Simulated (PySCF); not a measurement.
A spin–spin coupling run with PySCF (density fitting, non-relativistic, gas phase) on SMILES F[N+](=O)[O-], FNO2:

```
$ OMP_NUM_THREADS=1 python probes_run.py task.json out

{"job": {"kind": "j", "xc": "PBE0", "basis": "pcJ-1"}, "charge": 0, "multiplicity": 1}
O     -0.244195     1.193798     0.286496
N      0.108297     0.076028     0.304072
O      1.147457    -0.464541     0.256310
F     -0.982030    -0.840267     0.407578
```

Hardware: 1 thread of an Arm Neoverse V2, shared host. The job also computes field gradients.

Question: How large is the calculation?

Answer: 32 electrons, 108 basis functions and 376 auxiliary functions.

Question: How long does it take, and how much memory does it need?

Answer: 3.1 s of wall time, with 15 SCF cycles; peak memory 0.37 GiB. Times on a shared host scatter by some tens of per cent.

Question: And these other runs on the same molecule and hardware: spin–spin coupling at B3LYP/aug-cc-pVTZ-J; spin–spin coupling at B3LYP/def2-TZVP; spin–spin coupling at B3LYP/pcJ-0; spin–spin coupling at B3LYP/pcJ-2; spin–spin coupling at B97-2/pcJ-1; spin–spin coupling at BHandHLYP/pcJ-1?

Answer: B3LYP/aug-cc-pVTZ-J: 184 functions, 6.8 s; B3LYP/def2-TZVP: 124 functions, 3.9 s; B3LYP/pcJ-0: 52 functions, 1.4 s; B3LYP/pcJ-2: 204 functions, 8 s; B97-2/pcJ-1: 108 functions, 3 s; BHandHLYP/pcJ-1: 108 functions, 3.3 s.
